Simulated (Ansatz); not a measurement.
Pyrite RuS₂, treated with PBEsol-D3(BJ) in Ansatz (PAW).

Settings: plane-wave cutoff 520 eV, 6×6×6 k mesh, Fermi–Dirac smearing 0.01 eV, no spin polarisation, scalar-relativistic PAW data made under PBE.

The cell is scaled about its equilibrium volume:

Shape and atoms are relaxed at each volume.

```csv
V (Å³/atom),P (GPa),direct gap at Γ (eV),smallest gap on the k mesh (eV)
13.589,9.47,0.776,0.493
13.872,4.46,0.769,0.500
14.155,0.00,0.761,0.505
14.438,-3.98,0.757,0.513
14.721,-7.51,0.745,0.511
```

The fundamental gap (0.49 eV at the equilibrium volume, with added k points) lies elsewhere than Γ–Γ.

Note: the bulk modulus comes from volumes at which shape and atoms were relaxed.

Spin–orbit coupling is not included.

Ansatz is a program for electronic structure.
